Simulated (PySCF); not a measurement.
Species, as SMILES: C1CN1.
Geometry (B3LYP-D3(BJ)/def2-TZVP, fixed):
```xyz
8

C     -0.0266    -0.3964     0.7404
N     -0.0403     0.8719     0.0001
C     -0.0474    -0.3972    -0.7389
H      0.8868     1.2834    -0.0132
H     -0.9333    -0.6098     1.2927
H     -0.9693    -0.6112    -1.2653
H      0.8882    -0.7010     1.2359
H      0.8531    -0.7023    -1.2597
```

Basis-set convergence of the mean static polarisability at PBE with PySCF. All functions are spherical. Density fitting with generated auxiliary sets. No added dispersion term, no relativity. Reference: the value in aug-pcseg-2, 34.44 bohr³. Deviations are taken from unrounded values. Cost is core time over that of pcseg-1, rough, on shared machines of one kind.

| basis | functions | cost |
|---|---|---|
| pcseg-1 | 67 | 1× |
| aug-pcseg-1 | 114 | 1× |
| pcseg-2 | 160 | 2× |
| aug-pcseg-2 | 253 | 5× |

Task: Which is the smallest pcseg set listed that can be trusted to 2 % here, that is, within that of the reference together with its larger relatives (same family, alike in diffuse functions; a set with none to test it counts only in the reference's own line)?

Result: The smallest set listed that lies within 2 % of the reference with all its larger relatives (same family, alike in diffuse functions; a set with none counts only in the reference's own line) is aug-pcseg-1 (114 functions, 1× in cost, -0.8 % off). Value minus reference over the reference: pcseg-1 -19.8, aug-pcseg-1 -0.8, pcseg-2 -6.9, aug-pcseg-2 0.0 %.
